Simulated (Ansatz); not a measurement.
Input for Ansatz (a quantum-chemistry and plane-wave program): R-BLYP/def2-TZVPPD on CH4 (SMILES C). Files ending in .json are basis or fitting sets from the Basis Set Exchange.

Ansatz 0.2 input:
```yaml
crystal:
  periodic: [false, false, false]
  atoms:
    - {symbol: C, position_ang: [0.00000000, -0.00000000, 1.77071609]}
    - {symbol: H, position_ang: [0.51593378, -0.89362352, 1.42025061]}
    - {symbol: H, position_ang: [-0.00000000, 0.00000000, 2.85805859]}
    - {symbol: H, position_ang: [0.51593378, 0.89362352, 1.42025061]}
    - {symbol: H, position_ang: [-1.03186756, 0.00000000, 1.42025061]}
basis:
  gaussian:
    orbitals: def2-TZVPPD.json
hamiltonian:
  xc: {name: BLYP}
scf: {lower_state_search: off}
```

### Question
Give the final energy of this run.

### Answer
-40.5016 hartree.
